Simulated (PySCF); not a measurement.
## TDDFT excited states: SiO

Compound: SiO.
Cartesian coordinates in Å at the PBE0-D3(BJ)/def2-TZVP level; atoms count from 1:
```xyz
2
SiO angstrom
O      0.7628   -0.0288    0.0017
Si    -0.7454    0.0000   -0.0139
```

Level of theory: TDDFT CAM-B3LYP/aug-cc-pVTZ, vertical, gas phase, core orbitals frozen in the response in PySCF. Geometry: PBE0-D3(BJ)/def2-TZVP; no solvent, vibrations or thermal averaging.

Q: What does the calculation give for the low-lying excited states?

A: 

| state | E (eV) | λ (nm) | ν̃ (cm⁻¹) | f | symmetry | main configurations (H = HOMO, L = LUMO) |
| --- | --- | --- | --- | --- | --- | --- |
| S1 | 5.50 | 225.4 | 44370 | 0.0000 | – | H-2/H-1→L/L+1 (≥95%) |
| S2 | 5.56 | 223.2 | 44810 | 0.071 | Π | H→L/L+1 (≥93%) |
| S3 | 5.56 | 223.2 | 44810 | 0.071 | Π | H→L/L+1 (≥93%) |
| S4 | 5.75 | 215.5 | 46400 | 0.0000 | – | H-2/H-1→L/L+1 (≥91%) |
| S5 | 5.75 | 215.5 | 46400 | 0.0000 | – | H-2/H-1→L/L+1 (≥91%) |
| S6 | 7.46 | 166.1 | 60190 | 0.0008 | – | H-2/H-1→L/L+1 (≥57%), H→L+2 (26%) |
| S7 | 8.42 | 147.3 | 67900 | 0.043 | Π | H-2/H-1→L+3 (≥44%), H-2/H-1→L+2 (≥44%) |
| S8 | 8.42 | 147.3 | 67900 | 0.043 | Π | H-2/H-1→L+3 (≥44%), H-2/H-1→L+2 (≥44%) |
| S9 | 8.48 | 146.2 | 68410 | 0.562 | Σ+ | H→L+2 (68%), H-2/H-1→L/L+1 (≥27%) |
| S10 | 8.59 | 144.3 | 69300 | 0.0094 | Σ+ | H→L+3 (91%) |

Triplets, Tamm–Dancoff:

```csv
state,E (eV),λ (nm),"main configurations (H = HOMO, L = LUMO)"
T1,4.13,300.1,H→L/L+1 (≥93%)
T2,4.13,300.1,H→L/L+1 (≥93%)
T3,4.72,262.8,H-2/H-1→L/L+1 (≥92%)
```

The lowest singlet lies at 5.50 eV (225 nm, ultraviolet) and is dark (f under 0.0005); its leading configuration is HOMO-2/HOMO-1→LUMO/LUMO+1 (≥95%). The most intense listed level is S9 at 8.48 eV (146 nm, f = 0.562), 2.98 eV above S1. S2/S3, S4/S5 and S7/S8 lie within about 0.01 eV of each other in each set; the point group C∞v has degenerate representations, and within a degenerate level the listed configurations can mix freely. Löwdin shares by element: HOMO silicon 55%, oxygen 45%; LUMO (one of a set within 0.03 eV) silicon 82%, oxygen 18%. Weighted by f, the mean energy of these states is 7.95 eV. Of the 10 states listed, 5 reach f = 0.01 and 3 stay under 0.0005. The oscillator strengths of these states sum to 0.800; summed over the whole spectrum of an exact calculation they would give the number of electrons, 22 (Thomas–Reiche–Kuhn). Symmetry labels in C∞v follow from the direction of the transition dipole and are given only for states with f of 0.002 or more. Orbitals of the list HOMO-3 to LUMO+2 that lie within 0.01 eV of each other are written together with a slash and their weights summed (≥ marks a lower bound); for degenerate orbitals outside that list single weights are arbitrary. Singlets were solved by full linear response, triplets in the Tamm–Dancoff approximation.
